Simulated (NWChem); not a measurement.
# N2H cation; SMILES [NH+]#N

Q: Give the equilibrium geometry at PBE0/def2-SVP (NWChem) as an XYZ file, with the point group.

A: point group C*v; any orientation.
```
3

N      0.0000     0.0000     0.6578
N      0.0000     0.0000    -0.4350
H      0.0000     0.0000    -1.4794
```
